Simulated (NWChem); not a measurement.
Lowest excitation of ethanethiol (C₂H₆S)

```xyz
9

C     -1.4828     0.7695    -0.2516
C     -0.5455    -0.4169    -0.4453
S      1.0731    -0.2620     0.4140
H     -2.4515     0.5831    -0.7462
H     -1.0578     1.6896    -0.6849
H     -1.6694     0.9573     0.8169
H     -0.9823    -1.3347    -0.0205
H     -0.3658    -0.6174    -1.5131
H      1.5270     0.7979    -0.2957
```
Charge 0, spin multiplicity 1.

All runs are NWChem calculations. Structure: optimised with B3LYP/def2-SVP, a minimum by its harmonic frequencies. It is one conformer; others weren't searched.

Basis set: 6-31+G*.

The correlated methods keep 7 core orbitals frozen. B3LYP has NWChem's definition, with VWN1-RPA local correlation. The Pople sets run with spherical d functions. Coupled-cluster values serve here as a point of comparison, not as the truth.

Problem. For the lowest vertical singlet excitation energy, TD-PBE gives 5.03 eV and CIS gives 5.98 eV. What do TD-B3LYP, TD-BHandHLYP, EOM-CCSD give?

Solution. TD-B3LYP: 5.26 eV; TD-BHandHLYP: 5.57 eV; EOM-CCSD: 5.63 eV.
